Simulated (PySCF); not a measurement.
Calculation: PySCF with PBE-D3(BJ)/def2-TZVP // PBE0-D3(BJ)/def2-TZVP. Isolated molecules, 0 K electronic values unless said otherwise. Delta-SCF ions had no search for a lower state. 

Reference species (SMILES): `C` (neutral, multiplicity 1).

```json
{
 "vertical ionisation energy (Delta-SCF)": "13.95 eV",
 "HOMO–LUMO gap": "10.36 eV"
}
```

Changed species: `[LiH]`.

**Question.** Give the shifts of the vertical ionisation energy (Delta-SCF) and HOMO–LUMO gap.

**Answer.** the vertical ionisation energy (Delta-SCF) decreases by 5.90 eV, to 8.05 eV; the HOMO–LUMO gap decreases by 7.52 eV, to 2.84 eV.
